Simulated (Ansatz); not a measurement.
Diamond

Calculation: PBE (plane waves, PAW; Ansatz, a quantum-chemistry and plane-wave program).

Numerical settings: plane-wave cutoff 520 eV, 12×12×12 k mesh, perturbation theory, force constants from a 4×4×4 q mesh, scalar-relativistic PAW data made under PBE.

Cell: relaxed at this level.

```yaml
high_frequency_dielectric_constant: 5.85
TO(Γ) frequency: 1290 cm⁻¹
zero_point_energy: 0.179 eV/atom
```

Measured, for comparison: high-frequency dielectric constant 5.7 (300 K, no zero-point or thermal correction, our sources range from 5.50 to 5.70; as tabulated in Skelton et al. (2020), arXiv:2005.00277); zone-centre TO phonon frequency 1333 cm⁻¹ (low temperature, zero-point motion not removed; as tabulated in Kunc et al. (2003), arXiv:cond-mat/0304692). Computed (rounded) less measured: high-frequency dielectric constant +3 % (+3 % to +6 % over the range), zone-centre TO phonon frequency -3 %.
